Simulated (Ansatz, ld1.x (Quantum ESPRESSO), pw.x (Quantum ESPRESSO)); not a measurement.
C: does the TM potential hold in the solid?

carbon, norm-conserving Troullier–Martins (Kleinman–Bylander form), made with ld1.x (Quantum ESPRESSO) 7.5 (LDA (PW92), scalar-relativistic). Core [He], reference 2s1.5 2p2.5. Waves: 2p (bound): rc 2.65 bohr; 2s (bound): rc 1.00 bohr. Local part: the s channel. Core correction: none.

Atomic tests: cutoffs needed: 35 Ry and 90 Ry (the cutoffs (Ry, on a coarse ladder) from which the occupation-weighted sum of valence levels, in a spherical-Bessel basis at the reference potential, stays within 10 and 1 mRy of its value at 400 Ry); ghost test: no extra level below or beside the all-electron valence levels (p, s, d, f tested) (spherical-Bessel basis up to 400 Ry, 20 bohr box); configuration tests: 1 of 9 tests not solved or not reliable.

Crystal test: fcc C in pw.x 7.5, no spin, 18³ k-points, Fermi–Dirac smearing 0.01 Ry, cutoffs 110/440 Ry. The lattice is a test structure that the element need not adopt, and mesh and smearing are coarse.

pw.x input:

```
&control
  calculation='scf', prefix='x', pseudo_dir='./', outdir='./tmp', tstress=.true., disk_io='none'
/
&system
  ibrav=0, nat=1, ntyp=1, ecutwfc=110, ecutrho=440, nbnd=9,
  occupations='smearing', smearing='fd', degauss=0.01
/
&electrons
  conv_thr=1e-09, mixing_beta=0.4, electron_maxstep=70
/
ATOMIC_SPECIES
C 1.0 C.UPF
CELL_PARAMETERS angstrom
  0.00000000 1.51973911 1.51973911
  1.51973911 0.00000000 1.51973911
  1.51973911 1.51973911 0.00000000
ATOMIC_POSITIONS crystal
C 0.0000 0.0000 0.0000
K_POINTS automatic
18 18 18 0 0 0
```

```bash
pw.x < C.scf.in > C.scf.out
```

Question: How does the run end?

Answer: It converges; the pressure is 7.06 GPa against -3.87 GPa from all-electron LAPW. The largest radius (2.65 bohr) exceeds half the bond length (2.03 bohr), so the spheres overlap, which is one possible source of error among others. This is a poor potential for the solid. Atomic configuration tests: 1 of 9 tests not solved or not reliable. The log shows:

```
     using ibrav=0 with symmetry is DISCOURAGED, use correct ibrav instead
     lattice parameter (alat)  =       4.0615  a.u.
     unit-cell volume          =      47.3733 (a.u.)^3
     number of electrons       =         4.00
     number of Kohn-Sham states=            9
     kinetic-energy cutoff     =     110.0000  Ry
     charge density cutoff     =     440.0000  Ry
     scf convergence threshold =      1.0E-09
     Exchange-correlation= PW
     number of k points=   195  Fermi-Dirac smearing, width (Ry)=  0.0100
     iteration #  1     ecut=   110.00 Ry     beta= 0.40
     total energy              =     -10.90319169 Ry
     estimated scf accuracy    <       0.00045718 Ry
     iteration #  2     ecut=   110.00 Ry     beta= 0.40
     total energy              =     -10.90319460 Ry
     estimated scf accuracy    <       0.00015781 Ry
     iteration #  3     ecut=   110.00 Ry     beta= 0.40
     total energy              =     -10.90319635 Ry
     estimated scf accuracy    <       0.00000051 Ry
     iteration #  4     ecut=   110.00 Ry     beta= 0.40
     total energy              =     -10.90319638 Ry
     estimated scf accuracy    <          3.1E-09 Ry
     iteration #  5     ecut=   110.00 Ry     beta= 0.40
     total energy              =     -10.90319638 Ry
     estimated scf accuracy    <          2.2E-09 Ry
     iteration #  6     ecut=   110.00 Ry     beta= 0.40
     the Fermi energy is    11.3023 ev
!    total energy              =     -10.90319638 Ry
     estimated scf accuracy    <          2.8E-13 Ry
     smearing contrib. (-TS)   =      -0.00173567 Ry
     The total energy is F=E-TS. E is the sum of the following terms:
     one-electron contribution =       4.74770991 Ry
     hartree contribution      =       0.29491270 Ry
     xc contribution           =      -3.17239372 Ry
     ewald contribution        =     -12.77168961 Ry
     convergence has been achieved in   6 iterations
          total   stress  (Ry/bohr**3)                   (kbar)     P=       70.61
     Message from routine punch:
     Nothing written, as per user request (disk_io='none')
```
